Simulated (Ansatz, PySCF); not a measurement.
Species: CH₂F, charge 0, multiplicity 2. It need not be the lowest isomer of its formula. 
Geometry from a B3LYP-D3(BJ)/def2-TZVP (Ansatz, a first-principles code) optimisation:
SMILES: [CH2]F
```xyz
4

C     -0.0106     0.4978     0.4277
F      0.0121    -0.4855    -0.4825
H     -0.9803     0.6938     0.8618
H      0.9347     0.6892     0.9145
```
Charge 0, spin multiplicity 2.


Wanted: enthalpy of formation at 298 K (from the atomisation energy, B3LYP-D3(BJ)/def2-TZVP harmonic zero-point and thermal terms from PySCF, and the atoms' enthalpies of formation in the G2/97 table; no spin-orbit terms, and no core term in the frozen-core levels), in kcal/mol. Correlated levels leave the core frozen unless marked. UHF or UKS for open shells. No spin-orbit coupling. Non-relativistic. The coupled-cluster limit lacks core correlation, which all-electron functionals hold. CBS marks a two-point X^-3 extrapolation of the correlation energy; Hartree-Fock from the larger set.

```json
[
 {"level": "HF/def2-TZVPP", "program": "Ansatz", "enthalpy of formation at 298 K (kcal/mol)": "77.4"},
 {"level": "revPBE/def2-TZVPD", "program": "Ansatz", "enthalpy of formation at 298 K (kcal/mol)": "-7.6"},
 {"level": "r2SCANh/def2-TZVPD", "program": "Ansatz", "enthalpy of formation at 298 K (kcal/mol)": "-9.2"},
 {"level": "B2PLYP-D3(BJ)/def2-TZVPD", "program": "Ansatz + dftd3", "enthalpy of formation at 298 K (kcal/mol)": "-5.9"},
 {"level": "MP2/def2-TZVPP", "program": "Ansatz", "enthalpy of formation at 298 K (kcal/mol)": "-5.4"},
 {"level": "SCS-MP2/6-31G*", "program": "Ansatz", "enthalpy of formation at 298 K (kcal/mol)": "20.3"},
 {"level": "CCSD(T)/CBS(cc-pVTZ,cc-pVQZ)", "program": "Ansatz", "enthalpy of formation at 298 K (kcal/mol)": "-6.8"}
]
```
